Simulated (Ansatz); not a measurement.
# ClH₂OSi+ (SMILES O[SiH+]Cl): one structure at several levels

The task here is to estimate one member of a computed series from the others.

Computed with Ansatz 0.2.0, Gaussian basis. Level: single points in def2-TZVPP.

Cores are frozen in the correlated methods.

**Where the work starts**

SMILES `O[SiH+]Cl`, 5 atoms, charge 1, spin multiplicity 1.

Atoms are counted from 1 here; the program's logs count them from 0.

Bond lengths: O1–Si2 1.543 Å, O1–H4 0.967 Å, Si2–Cl3 1.940 Å, Si2–H5 1.456 Å. Angles: Si2–O1–H4 147.1°, O1–Si2–Cl3 125.3°, O1–Si2–H5 103.6°, Cl3–Si2–H5 131.1°.

As a file:

```xyz
5
charge 1, multiplicity 1
O    -0.7624   -0.3825   -0.6383
Si    0.2696    0.3581    0.2371
Cl    1.6328   -0.4917    1.3249
H    -1.1174   -1.2330   -0.9301
H    -0.0345    1.7643    0.0103
```

Set-up of the first run:

File run/in.yaml:

```yaml
crystal:
  periodic: [false, false, false]
  atoms:
    - {symbol: O, position_ang: [-0.762400, -0.382500, -0.638300]}
    - {symbol: Si, position_ang: [0.269600, 0.358100, 0.237100]}
    - {symbol: Cl, position_ang: [1.632800, -0.491700, 1.324900]}
    - {symbol: H, position_ang: [-1.117400, -1.233000, -0.930100]}
    - {symbol: H, position_ang: [-0.034500, 1.764300, 0.010300]}
basis:
  gaussian: {orbitals: def2-TZVPP}
total_charge: 1
correlation: {method: ccsd_t}
output: {forces: true}
```

The command line of these runs was not kept.

Steps of the session up to this table: CCSD(T)/def2-TZVPP; PBE0-D4/def2-TZVPP; wB97M-V/def2-TZVPP; r2SCAN-D4/def2-TZVPP; PBE-D4/def2-TZVPP; revPBE-D4/def2-TZVPP; B97M-V/def2-TZVPP.

One of the session's tables, all rows but one given; the rest of the session is left out.

```
   method  RMS force component (eV/Å)  angle to CCSD(T) forces (°)
  CCSD(T)                       0.419                    reference
  PBE0-D4                           ?                            ?
  wB97M-V                       0.382                          7.9
r2SCAN-D4                       0.364                          6.2
   PBE-D4                       0.436                         29.2
revPBE-D4                       0.503                         29.1
   B97M-V                       0.369                         20.1
```

Q: Estimate the row for PBE0-D4 from the others.

As computed: RMS force component (eV/Å): 0.360; angle to CCSD(T) forces (°): 12.1. In the column «RMS force component (eV/Å)» it is the lowest.
